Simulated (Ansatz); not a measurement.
A run of Ansatz (development build ahead of 0.2.0) on doublet CH at this shape:

| atom | x (Å) | y (Å) | z (Å) |
| --- | --- | --- | --- |
| C | 0.0000 | 0.0000 | 0.5320 |
| H | 0.0000 | 0.0000 | -0.5320 |

Its results:

```json
{"Converged": "yes", "Reference energy": "-38.24847 hartree", "CCSD correlation energy": "-0.06355 hartree", "Triples correction": "-0.00072 hartree", "Total energy": "-38.31275 hartree", "Spin squared of the determinant": "0.750"}
```

(1) Which input gives this output? Name the method, the orbitals and the basis set, and write the input.

Results:

(1) ROHF-CCSD(T) in 6-31G.

```yaml
crystal:
  periodic: [false, false, false]
  atoms:
    - { symbol: C, position_ang: [0.0, 0.0, 0.532] }
    - { symbol: H, position_ang: [0.0, 0.0, -0.532] }
basis:
  gaussian: { orbitals: "6-31G" }
magnetization:
  initial_magnetization: 1
hamiltonian:
  xc: hf
correlation:
  method: ccsd_t
  frozen_orbitals: { C: 1, H: 0 }
```
